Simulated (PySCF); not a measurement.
Ligands exchanged one at a time, B F-Br. Gas-phase values, no solvent. Strings in code marks are SMILES.

The HOMO–LUMO gap from two functionals at the same geometries (B3LYP-D3(BJ)/def2-TZVP), both in PySCF: PBE-D3(BJ)/def2-TZVP and ωB97X-D3(BJ)/def2-TZVP. 

```csv
species,ωB97X-D3(BJ)/def2-TZVP (eV)
0 of 3 F replaced by Br,17.01
1 of 3 F replaced by Br (`FB(F)Br`),13.38
2 of 3 F replaced by Br (`FB(Br)Br`),11.88
3 of 3 F replaced by Br,10.69
```

Problem. What does PBE-D3(BJ)/def2-TZVP give for each?

Solution. 
- 0 of 3 F replaced by Br: 9.61
- 1 of 3 F replaced by Br (`FB(F)Br`): 6.22
- 2 of 3 F replaced by Br (`FB(Br)Br`): 5.01
- 3 of 3 F replaced by Br: 4.07
Over these rows, drawn at random from the members with no instability flagged (it was tested for open shells, ions and some series alone), PBE minus ωB97X-D3(BJ): mean -7.01 eV, from -7.40 eV to -6.62 eV.
